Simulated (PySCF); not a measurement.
Potential energy surface of H₂N, quartet: collinear N-H-H surface. Scanned: N-H distance and H-H distance.

Cartesian coordinates as functions of the variables (Å; names that start with a are angles):
```
N  0  0  -r1
H  0  0  0
H  0  0  r2
```

Method: unrestricted B3LYP/3-21G (PySCF).

Energy in kJ/mol above the lowest grid point; x is the N-H distance (Å), y the H-H distance (Å).

```
y \ x   0.88   0.96   1.04   1.12   1.22   1.32   1.44   1.56   1.72   1.92   2.18   2.55   3.02
-----  -----  -----  -----  -----  -----  -----  -----  -----  -----  -----  -----  -----  -----
2.15   228.0  165.3  141.9  141.7  159.9  189.0  230.3  272.7  322.7  367.6  401.3  423.1  438.5
1.81   228.9  164.8  139.9  138.0  153.7  179.8  216.6  253.4  295.8  333.6  362.3  381.3  394.7
1.55   232.9  166.2  138.2  132.9  143.8  164.2  193.2  221.3  252.7  279.8  299.9  313.2  321.8
1.37   239.7  169.1  137.1  127.4  132.0  145.6  165.6  184.8  205.4  222.1  233.7  240.7  244.4
1.22   250.4  174.7  137.2  121.7  118.6  124.0  134.3  144.4  154.9  162.9  168.1  171.8  174.6
1.11   263.9  182.8  139.7  118.3  107.6  105.6  107.6  110.6  113.9  116.3  118.0  120.0  122.4
1.02   280.9  194.1  145.0  117.6   99.6   90.7   85.4   82.6   80.4   78.6   77.9   78.8   81.0
0.94   303.0  209.9  154.5  120.8   95.4   79.7   67.7   59.8   53.0   48.0   45.4   45.4   47.3
0.87   330.2  230.8  169.0  129.0   96.3   74.4   56.5   44.2   33.5   25.9   21.8   21.0   22.7
0.80   368.3  261.4  192.3  145.5  105.0   76.6   52.6   36.0   21.6   11.6    5.9    4.4    5.9
0.74   413.0  299.0  223.0  169.6  122.1   88.0   58.8   38.6   21.1    8.9    2.1    0.0    1.4
0.68   473.4  351.4  267.8  207.6  152.7  112.8   78.3   54.5   34.0   19.8   11.8    9.1   10.3
0.63   540.2  411.0  320.6  254.3  193.1  148.1  109.3   82.5   59.5   43.7   34.7   31.5   32.6
```

Points that lie below all their neighbours on the grid: x = 2.55, y = 0.74 (0.0 kJ/mol).
